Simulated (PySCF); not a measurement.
Simulated C 1s region for cyclopentanone (`O=C1CCCC1`), binding energy against the vacuum level.

Every computed line was given a Gaussian of 1.0 eV full width at half maximum and an area set by the number of equivalent atoms; the highest printed point is 100. Level of theory: delta-SCF UKS SCAN, pcX-2 on the ionised atom, pcseg-1 elsewhere, spin-free X2C (PySCF).

binding energy (eV), intensity and a bar:
```
    289.3          0 
    289.4          0 
    289.5          1 
    289.6          2 
    289.7          3 #
    289.8          6 ##
    289.9         10 ###
    290.0         15 #####
    290.1         24 #######
    290.2         34 ##########
    290.3         47 ##############
    290.4         61 ##################
    290.5         75 #######################
    290.6         87 ##########################
    290.7         96 #############################
    290.8        100 ##############################
    290.9         99 ##############################
    291.0         92 ############################
    291.1         81 ########################
    291.2         68 ####################
    291.3         54 ################
    291.4         40 ############
    291.5         28 #########
    291.6         19 ######
    291.7         12 ####
    291.8          7 ##
    291.9          4 #
    292.0          3 #
    292.1          2 #
    292.2          2 #
    292.3          3 #
    292.4          4 #
    292.5          7 ##
    292.6          9 ###
    292.7         13 ####
    292.8         16 #####
    292.9         20 ######
    293.0         23 #######
    293.1         24 #######
    293.2         25 ########
    293.3         24 #######
    293.4         22 #######
    293.5         20 ######
    293.6         16 #####
    293.7         13 ####
    293.8          9 ###
    293.9          6 ##
    294.0          4 #
    294.1          3 #
    294.2          2 
    294.3          1 
    294.4          0 
    294.5          0 
    294.6          0
```

Q: How many maxima does the curve show, and how many computed lines lie under it?

A: The curve has 2 maxima (at 290.8 and 293.2 eV). Under it lie 3 lines from 3 inequivalent carbon sites. At this width some lines have no maximum of their own.

Q: Decompose the envelope and assign each component. Numbering: `[O:1]=[C:2]1[CH2:3][CH2:4][CH2:5][CH2:6]1`.

A: 
```csv
position (eV),relative area,line,atoms,environment
290.79,2,C 1s,C3/C6,sp3 carbon next to a carbonyl
290.86,2,C 1s,C4/C5,ring CH2 carbon
293.20,1,C 1s,C2,ketone carbonyl carbon
```

Q: What are the centre and the root-mean-square width of the whole band?

A: The area-weighted mean of the lines is 291.30 eV. Their own spread about it is 0.95 eV (rms) and each Gaussian has σ = 1.0/2.355 = 0.42 eV; the variances add, which gives 1.04 eV.

Lowest listed C 1s: C3/C6, bonded to 2 C and 2 H. Highest, 2.41 eV above it: C2, bonded to O (double bond) and 2 C.

The curve has no shake-up lines and no vibrational structure. Atoms equivalent by their bonding share one computed value, that of the first of them. The structure is a single GFN2-xTB conformer in the gas phase; no vibrational or solvent corrections.
